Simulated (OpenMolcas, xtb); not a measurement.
CH2BN (SMILES B1C=N1): methods side by side

The species is CH2BN (5 atoms), meant as a singlet with charge 0. As SMILES, `B1C=N1`. The coordinates come from a GFN2-xTB relaxation.

Quantity: the dipole moment, in D. The values are calculated.

| level | kind | program | value (D) | CPU time |
| --- | --- | --- | --- | --- |
| GFN2-xTB | semi-empirical | xtb | 2.02 | under 2 s |
| GFN0-xTB | semi-empirical | xtb | 3.74 | under 2 s |
| GFN1-xTB | semi-empirical | xtb | 2.13 | under 2 s |
| HF/STO-3G | Hartree–Fock | OpenMolcas | 1.53 | 2 s |
| HF/3-21G | Hartree–Fock | OpenMolcas | 1.99 | 2.1 s |
| HF/def2-SVP | Hartree–Fock | OpenMolcas | 1.86 | 2.9 s |
| HF/aug-cc-pVDZ | Hartree–Fock | OpenMolcas | 1.93 | 8.4 s |
| SVWN5/6-31G* (spherical functions) | LDA | OpenMolcas | 1.61 | 8.8 s |
| BP86/def2-SVP | GGA | OpenMolcas | 1.52 | 13 s |
| BLYP/6-31+G* (spherical functions) | GGA | OpenMolcas | 1.72 | 15 s |

The values span 1.52 to 3.74 D. Sets without polarisation functions give poor dipoles. Times are those of the runs behind each value, whatever else they computed, on shared processors of several kinds: orders of magnitude only.
